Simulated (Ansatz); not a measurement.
Geometry optimisation, RKS PBE-D4/def2-mTZVP (Ansatz).

input.yaml

```yaml
crystal:
  periodic: [false, false, false]
  atoms:
    - { symbol: B, position_ang: [0.095731, -0.501368, -0.227738] }
    - { symbol: F, position_ang: [-0.245781, 0.417229, 2.102151] }
    - { symbol: H, position_ang: [1.133301, 0.0838, -0.33557] }
    - { symbol: H, position_ang: [-0.963924, -0.074073, -0.581463] }
    - { symbol: "N", position_ang: [0.13707, -1.881319, 0.305495] }
    - { symbol: H, position_ang: [-0.672445, -2.497158, 0.283297] }
    - { symbol: H, position_ang: [1.011789, -2.370517, 0.480577] }
    - { symbol: H, position_ang: [-0.17214, -0.516094, 2.071252] }
basis:
  gaussian: { orbitals: def2-mTZVP }
hamiltonian:
  xc: pbe
  dispersion: d4
relax:
  f_tol: 0.03
  max_steps: 50
```

Run as:

```bash
$ ansatz run input.yaml --threads 1 --pin off --max-ram 2048MiB --backend cpu --events-out ev --progress --plain --runs-dir out
```

Question: Where does it end, and by what steps?

Answer: The forces met the threshold. After 8 steps the energy has fallen by 0.265 eV; F2 moved furthest, 0.95 Å.

```
step  energy less start (eV)  largest force component (eV/Å)  accepted
   0                  0.0000                           2.064       yes
   1                 -0.1000                           1.720       yes
   2                 -0.1566                           1.534       yes
   3                 -0.2216                           0.755       yes
   4                 -0.2569                           0.186       yes
   5                 -0.2599                           0.147       yes
   6                 -0.2630                           0.302       yes
   7                 -0.2647                           0.083       yes
   8                 -0.2652                           0.029       yes
```

```xyz
8
Properties=species:S:1:pos:R:3
B 0.136 -0.547 -0.543
F -0.282 -0.203 2.814
H 1.190 -0.031 -0.787
H -0.898 -0.189 -1.032
N 0.104 -1.593 0.402
H -0.726 -2.166 0.553
H 0.952 -2.040 0.750
H -0.153 -0.570 1.940
```

Run time: 14 s on 1 thread of Arm Neoverse V2 (shared host), peak memory 0.13 GiB.
